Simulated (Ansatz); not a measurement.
Basis-set extrapolation for `C/C=C\C(C)C` (PBE0-D4/def2-TZVP geometry, frozen core, Ansatz 0.2.0). Multiplicity 1, RHF reference.

```csv
,def2-TZVPP,def2-QZVPP
HF,-234.266388,-234.277345
MP2 correlation,-1.034095,-1.098147
CCSD(T) correlation,-1.142219,not run
```

Energies in hartree. Use E(X) = E(∞) + A·exp(−7.88·√X) for Hartree–Fock and E(X) = E(∞) + B·X^(−2.97) for correlation, with X = 3 and 4, and add CCSD(T) minus MP2 of the smaller set to the MP2 limit.

Q: What is the CCSD(T) energy at the basis-set limit?

A: HF limit: -234.277345 + (-0.010957) × 0.13774 = -234.27885. MP2 limit: -1.098147 + (-0.064052) × 0.74074 = -1.14559. Higher-order term: -1.142219 − (-1.034095) = -0.10812. Total: -235.53256 hartree, 77.8 kcal/mol below CCSD(T)/def2-TZVPP.
